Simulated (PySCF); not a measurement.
## Cl₂⁺: one state, many levels of theory

State: doublet, unpaired electrons π ↑. Set-up: PySCF, spin-free X2C with a Gaussian nucleus, basis sets Cl jorge-DZP-DKH. De refers to Cl⁺ + Cl in their high-spin ground configurations, without counterpoise correction. The functionals are run spin-unrestricted.

| Level | Re (Å) | ωe (cm⁻¹) | De (eV) |
| --- | --- | --- | --- |
| UHF | 1.891 | 728 | 1.23 |
| UHF-MP2 | 1.944 | 610 | 3.15 |
| UHF-SCS-MP2 | 1.945 | 611 | 2.98 |
| UHF-CCSD | 1.941 | 628 | 2.82 |
| UHF-CCSD(T) | 1.955 | 598 | 3.03 |
| PBE | 1.955 | 596 | 4.27 |
| revPBE | 1.960 | 590 | 4.04 |
| PW91 | 1.957 | 594 | 4.29 |
| r²SCAN | 1.938 | 620 | 3.92 |
| TPSSh | 1.940 | 619 | 3.83 |
| PBE0 | 1.921 | 653 | 3.76 |
| CAM-B3LYP | 1.927 | 652 | 3.52 |

The bond length runs from 1.891 Å (UHF) to 1.960 Å (revPBE). De spans 1.23 eV (UHF, mean field) to 4.29 eV (PW91, GGA). Correlation at CCSD(T) changes the Hartree–Fock bond energy by +1.80 eV; the triples alone change it by +0.21 eV.

Correlated steps freeze 10 core orbitals. Correlated levels converge slowly with the basis: in double zeta they bind strong bonds too weakly, by up to about 1 eV, and carry superposition errors of some tenths. The state is the lowest determinant that a PBE0 search found; another state may lie lower at other levels.
